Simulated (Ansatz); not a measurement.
**Zinc-blende GaP: polycrystal shear modulus by level of theory**

No measured value is used here.

```
level (code)           value (GPa)  cell (Å³/atom)
---------------------  -----------  --------------
LDA (Ansatz)                  56.0           19.59
PBE (Ansatz)                  51.3           20.87
r²SCAN (Ansatz)               57.9           20.25
r²SCANh (Ansatz)        (withheld)           20.17
Hartree–Fock (Ansatz)         67.1           21.35
```

**Question.** What belongs in the gaps?

**Answer.** 
- r²SCANh (Ansatz, a quantum-chemistry and plane-wave program), value (GPa): 59.4

Each level is taken at its own relaxed cell. Cutoffs and k meshes differ between the levels. Ansatz's density-functional and Hartree–Fock values are scalar-relativistic unless marked +SOC, with PAW data made under PBE.
